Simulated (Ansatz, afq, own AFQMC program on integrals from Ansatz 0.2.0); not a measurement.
Two steps: Ansatz 0.2.0 writes the Fock matrix and Cholesky factors of the valence space, and afq projects on them the lowest state that overlaps trial and start.

```yaml
crystal:
  periodic: [false, false, false]
  atoms:
    - {symbol: P, position_ang: [0.000000, 0.000000, 0.000000]}
basis:
  gaussian: {orbitals: cc-pVTZ}
magnetization: {spin_polarized: true, initial_magnetization: 3}
correlation: {method: ccsd_t, electrons: outside_noble_gas, hamiltonian_folder: ham}
```

```sh
$ ansatz run in.yaml --threads 1 --pin off --events-out ev --progress --plain --max-ram 16896MiB --backend cuda --devices 0, --max-vram 18GiB
```

afq runs on the folder ham with

```
--method phaseless --trial hf --walkers 160 --populations 1 --least-time 40 --time-step 0.04 --steps-per-block 50 --equilibration-blocks 3 --max-blocks 20 --target-error 0.00054 --factor-cut 1e-05 --start determinant --seed 7483 --taylor-order 6
```

Times are imaginary, in 1/Eh. The walk had a cap of 60 s.

```
orbitals 29  electrons 4 1  factors 184 of 192
reference energy -340.71630589 Eh
CCSD correlation -0.10093130 Eh in 8 cycles, weight of the determinant in the CISD state 0.9373
energy of the start -340.716306 Eh
 block  time / (1/Eh)  mean weight  energy / Eh
     1     2.000  1.0101  -340.815185
     2     4.000  0.9997  -340.827213
     3     6.000  1.0064  -340.823849
     4     8.000  1.0024  -340.829711
     5    10.000  0.9990  -340.819884
     6    12.000  0.9988  -340.822681
     7    14.000  1.0067  -340.837150
     8    16.000  0.9948  -340.817496
     9    18.000  0.9989  -340.823615
    10    20.000  0.9908  -340.823594
    11    22.000  0.9917  -340.829524
    12    24.000  0.9995  -340.807454
    13    26.000  0.9933  -340.815686
    14    28.000  0.9976  -340.832247
    15    30.000  1.0098  -340.814667
    16    32.000  0.9963  -340.818465
    17    34.000  1.0050  -340.825843
    18    36.000  1.0017  -340.823247
    19    38.000  1.0042  -340.823078
    20    40.000  0.9980  -340.820198
    21    42.000  0.9970  -340.821164
    22    44.000  0.9908  -340.814495
    23    46.000  0.9976  -340.813806
blocks merged  error / Eh  count
     1  0.001576  20
     2  0.001727  10
energy -340.821707 +/- 0.001576 Eh
```

Task: Estimate how long the walk took on 1 × NVIDIA H100 80GB HBM3 with 2 threads of AMD EPYC 7R13 Processor (Zen 3) (shared host) (the card was shared).

Result: 3.3 s of wall time.

The run failed at least one of its tests; the cautions name the faults.

Against this walk (error 42.9 meV) on the same determinant: CCSD(T) 18.7 meV higher (within the noise), CCSDT(Q) 5.3 meV lower (within the noise), CCSDTQ 5.8 meV lower (within the noise), full CI 5.8 meV lower (within the noise), a separate phaseless walk with a CISD trial and standard settings 2.5 ± 42.9 meV lower (within the noise). The error is statistical and leaves out the bias of the constraint.

Cautions: constraint bias not in the error; error not settled; error above the target (42.9 against 14.7 meV); the time-step error isn't removed.

CCSDT and higher add their correlation energy to the determinant of the CCSD(T) run, since their own runs factorise the integrals more tightly (a shift of under 2 meV). A walk keeps the symmetry of its determinant, which the program's search chose and which needn't be the lowest solution, so a lower state of the same spin and another symmetry isn't excluded.
